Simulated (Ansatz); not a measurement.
`CC#CNC` and `CNC#CCF` differ in one atom or group.

Ansatz, PBE0-D4/def2-TZVP geometries, multiplicity 1. 

```json
{"property": "size of the dipole moment (PBE/def2-TZVPP) / D", "`CC#CNC`": "1.17"}
{"property": "LUMO energy (B3LYP/def2-TZVPP) / eV", "`CC#CNC`": "0.68"}
{"property": "size of the dipole moment (B3LYP/def2-TZVPP) / D", "`CC#CNC`": "1.17"}
{"property": "HOMO–LUMO gap (ωB97M-V/def2-TZVPP) / eV", "`CC#CNC`": "10.49"}
{"property": "HOMO–LUMO gap (B3LYP/def2-TZVPP) / eV", "`CC#CNC`": "6.29"}
{"property": "LUMO energy (PBE/def2-TZVPP) / eV", "`CC#CNC`": "0.17"}
```

(1) What does the change do to each property? (An estimate is asked.)

Results:

(1) Ansatz gave: 
```csv
property,`CNC#CCF`,shift
size of the dipole moment (PBE/def2-TZVPP) / D,3.08,1.91
LUMO energy (B3LYP/def2-TZVPP) / eV,0.40,-0.28
size of the dipole moment (B3LYP/def2-TZVPP) / D,3.06,1.89
HOMO–LUMO gap (ωB97M-V/def2-TZVPP) / eV,10.82,0.33
HOMO–LUMO gap (B3LYP/def2-TZVPP) / eV,6.59,0.30
LUMO energy (PBE/def2-TZVPP) / eV,-0.16,-0.33
```

With PBE0 the HOMO falls by 0.59 eV and the LUMO falls by 0.29 eV, so the gap widens by about 0.30 eV. PBE moves the HOMO by -0.60 eV and ωB97M-V by -0.57 eV. Dipoles are sizes alone; their direction can turn.

B3LYP here is the variant with VWN-RPA as its local correlation; programs differ in this.
